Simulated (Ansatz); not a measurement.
Tetradymite Bi2Te3, treated with LDA (Ansatz, a quantum-chemistry and plane-wave program, PAW).

Rigid layers of the crystal as relaxed at this level are moved apart or together:

```csv
run,layer repeat (Å),energy against free layers (meV/Å²),gap on the mesh (eV)
1,9.8633,-18.88,0.129
2,10.013,-19.05,0.169
3,10.163,-18.33,0.237
4,10.363,-16.58,0.354
5,10.663,-13.28,0.546
6,11.163,-8.08,0.728
7,12.163,-2.07,0.817
8,14.163,0.21,0.875
```

The lowest energy of these points lies at a layer repeat of 10.01 Å.

Spin–orbit coupling is not included.

Note: the cell comes from a level without a dispersion term, which matters for the spacing of layers, chains or molecules.
